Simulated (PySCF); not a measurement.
Which determinant of LiN lies lowest?

Unrestricted PBE0; PySCF, spin-free X2C with a Gaussian nucleus, basis sets Li x2c-TZVPPall, N x2c-TZVPPall. Outer shells of the fragments: Li 2s1; N 2s2 2p3.

Followed along the bond (rough minima from three points):

| 2Ms+1 | unpaired | ⟨S²⟩ at the start | R at minimum (Å) | Te (eV) |
| --- | --- | --- | --- | --- |
| 3 | π ↑↑ | 2.01 | 1.86 | 0.00 |
| 3 | σ ↑, π ↑ | 2.01 | 1.71 | 0.27 |
| 1 | π ↑↓ | 1.00 | 1.85 | 0.51 |
| 1 | σ ↓, π ↑ | 1.01 | 1.72 | 0.82 |
| 5 | σ ↑↑, π ↑↑ | 6.00 | none in the scan | ≤ 1.96 |

Solutions found at the starting distance of 1.940 Å, counted from the lowest of them; the search is not exhaustive and high or unbound solutions are not listed, so other states can lie among these:

```json
{"2Ms+1": "3", "unpaired": "π ↑↑", "term": "³Σ⁻", "E (eV)": "0.00", "⟨S²⟩": "2.01", "⟨Lz²⟩": "0.00", "μ (D)": "-6.89"}
{"2Ms+1": "3", "unpaired": "σ ↑, π ↑", "term": "³Π", "E (eV)": "0.45", "⟨S²⟩": "2.01", "⟨Lz²⟩": "1.01", "μ (D)": "-6.62"}
{"2Ms+1": "1", "unpaired": "π ↑↓", "term": "mixed", "E (eV)": "0.51", "⟨S²⟩": "1.00", "⟨Lz²⟩": "2.01", "μ (D)": "-6.94"}
{"2Ms+1": "1", "unpaired": "σ ↓, π ↑", "term": "mixed", "E (eV)": "0.99", "⟨S²⟩": "1.01", "⟨Lz²⟩": "1.02", "μ (D)": "-6.71"}
{"2Ms+1": "5", "unpaired": "σ ↑↑, π ↑↑", "term": "⁵Σ⁻", "E (eV)": "2.05", "⟨S²⟩": "6.00", "⟨Lz²⟩": "0.00", "μ (D)": "3.39"}
{"2Ms+1": "1", "unpaired": "none", "term": "mixed", "E (eV)": "2.08", "⟨S²⟩": "0.00", "⟨Lz²⟩": "2.00", "μ (D)": "-6.77"}
{"2Ms+1": "3", "unpaired": "σ ↑↑, π ↑↓", "term": "mixed", "E (eV)": "3.22", "⟨S²⟩": "3.01", "⟨Lz²⟩": "2.01", "μ (D)": "3.48"}
{"2Ms+1": "1", "unpaired": "σ ↓↓, π ↑↑", "term": "mixed", "E (eV)": "3.24", "⟨S²⟩": "2.01", "⟨Lz²⟩": "0.00", "μ (D)": "3.61"}
{"2Ms+1": "5", "unpaired": "σ ↑, π ↑↑↑", "term": "⁵Π", "E (eV)": "3.63", "⟨S²⟩": "6.00", "⟨Lz²⟩": "1.00", "μ (D)": "1.11"}
{"2Ms+1": "3", "unpaired": "σ ↑, π ↑", "term": "³Π", "E (eV)": "4.66", "⟨S²⟩": "2.00", "⟨Lz²⟩": "1.00", "μ (D)": "3.20"}
```

A term symbol is given only where ⟨S²⟩ and ⟨Lz²⟩ are close to those of a pure state; real π, δ and φ orbitals otherwise mix terms. A positive dipole means Li(−)N(+).

Task: Compare the gap between the two lowest followed solutions at the starting distance with the gap between their minima.

Result: At PBE0 the second solution (triplet, unpaired electrons σ ↑, π ↑) lies +0.45 eV from the first (triplet, unpaired electrons π ↑↑) at 1.940 Å and +0.27 eV at the minima; the two curves relax by different amounts, since their minima lie near 1.71 and 1.86 Å.

Counting both spins, an empty level lies below a filled one in some of these solutions, because spin and occupation are held.
